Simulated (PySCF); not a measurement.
**Bond length, frequency and bond energy of MgSi by level of theory**

State: ³Σ⁻ (triplet), unpaired electrons π ↑↑. Set-up: PySCF, no relativity, basis sets Mg pcseg-1, Si pcseg-1. De refers to Mg + Si in their high-spin ground configurations, without counterpoise correction. The functionals are run spin-unrestricted. A positive dipole means Mg(−)Si(+). Levels whose curve was spin-contaminated or gave no clean fit are not listed.

```csv
Level,Re (Å),ωe (cm⁻¹),De (eV),μ (D)
ROHF,2.949,127,0.126,-3.60
PBE,2.594,290,1.09,-4.23
BLYP,2.628,266,0.81,-4.00
BP86,2.597,287,1.03,-4.23
TPSS,2.594,292,1.06,-4.30
```

The bond length runs from 2.594 Å (PBE) to 2.949 Å (ROHF). De spans 0.13 eV (ROHF, mean field) to 1.09 eV (PBE, GGA).

UHF is strongly spin-contaminated for MgSi, so the ROHF reference used there is far from stable. The state is the lowest determinant that a PBE0 search found; another state may lie lower at other levels.
